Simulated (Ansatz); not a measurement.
## How far each method lies from full CI for HAlSi⁺, quartet

Geometry: that of the HAlSi, triplet, kept fixed. The doublet lies 0.3 eV lower here.

```xyz
3

Si    0.0000    0.0000    2.0886
Al    0.0000    0.0000   -0.2449
H     0.0000    0.0000   -1.8437
```

Basis 6-31G; Ansatz 0.2.0. Correlated methods freeze the noble-gas cores, which leaves 7 electrons in 18 orbitals. Prefix R: restricted or restricted open-shell reference; prefix U: unrestricted. Active spaces: valence = (7e, 9o) chosen from the atoms' valence shells.

Full CI is exact within this basis and frozen core; it isn't the basis-set limit. The frozen core follows each run's orbitals, which can shift R against U totals by a few meV.

For open shells CISD and CISDTQ are restricted-active-space CI with the open shells as a complete middle space.

```
UHF ⟨S²⟩                          : 3.756
T1 diagnostic (RCCSD)             : 0.0423
largest doubles amplitude (RCCSD) : 0.071
T1 diagnostic (UCCSD)             : 0.0383
```

```tsv
level	E − E(RHF) (eV)
UHF	-0.0267
RMP2	-1.1734
UMP2	-1.1770
RCCSD	-1.7351
UCCSD	-1.7352
RCCSD(T)	-1.7788
UCCSD(T)	-1.7791
```

Q: Estimate how far full CI in 6-31G lies from RCCSD(T). The table doesn't fix it; the size of (T) and the diagnostics are the guide.

A: Full CI in 6-31G lies 0.63 kcal/mol below RCCSD(T), which is 62 % of the (T) step (-1.01 kcal/mol). T1 is raised, and the rest is a large part of (T).

The other levels:

```
                   level  E − E(full CI) (kcal/mol)  share of correlation (%)  wall time
                    CISD                       2.62                     93.72     0.66 s
                 BCCD(T)                       0.65                     98.43      0.6 s
                  RCCSDT                       0.06                     99.86          –
                  UCCSDT                       0.06                     99.86          –
                  CISDTQ                       0.03                     99.92      4.8 s
               RCCSDT(Q)                       0.01                     99.98      2.2 s
               UCCSDT(Q)                       0.00                    100.01      2.1 s
                 RCCSDTQ                       0.00                    100.00       12 s
                 UCCSDTQ                       0.00                    100.01       12 s
  CASSCF (valence space)                       8.50                     79.60          –
  NEVPT2 (valence space)                       2.47                     94.07      2.2 s
  MRCISD (valence space)                       0.19                     99.55          –
MRCISD+Q (valence space)                       0.08                     99.80      3.5 s
```

The correlation energy at full CI, counted from RHF, is -1.806 eV. That run took 3.3 s on 1 thread of Arm Neoverse V1, shared host over 331,072 determinants.

Times hold each run's SCF and search for its determinant on a shared host, so for small cases they say little of a method's own cost; they ran on 1 thread of Arm Neoverse V1. Some runs computed forces too.

The full-CI state has the irrep A2 of C2v, in the program's axes (one component, if the state is degenerate).

Natural occupations of full CI about the gap: 1.958 1.940 1.000 0.983 0.983 0.049 0.028 0.028 0.015 0.004; effectively unpaired electrons, Σ n²(2−n)², 3.03.
